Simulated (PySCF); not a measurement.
## Level of theory and bond dissociation enthalpies: silane

Structure: `[SiH4]` (SiH4). Coordinates in Å; atoms count from 1 in this order:
```
Si    0.0034    0.0011   -0.0069
H    -0.1844    1.2294   -0.8345
H    -0.7302    0.1547    1.2842
H     1.4575   -0.1970    0.2672
H    -0.5299   -1.1824   -0.7444
```

All levels share the PBE0-D3(BJ)/def2-SVP structures and the PBE0-D3(BJ)/def2-SVP thermal terms; only the single-point energies (PySCF) change. Values are bond dissociation enthalpies (298 K, kJ/mol).

| level | Si1–H | time |
| --- | --- | --- |
| HF/jun-cc-pV(T+d)Z | 298 | 0.69 s |
| PBE0-D3(BJ)/def2-TZVP | 365 | – |
| MP2/jun-cc-pV(T+d)Z | 368 | 2.9 s |
| CCSD(T)/jun-cc-pV(T+d)Z | 378 | 42 s |

Times are wall times for all single points of a level on 1 thread of Arm Neoverse V1, a shared host; the dash marks the run that also made the structures.

Hartree-Fock leaves out electron correlation, so its bond energies come out too low, often by 100 kJ/mol or more.

The spread: 80 kJ/mol, from 298 to 378.
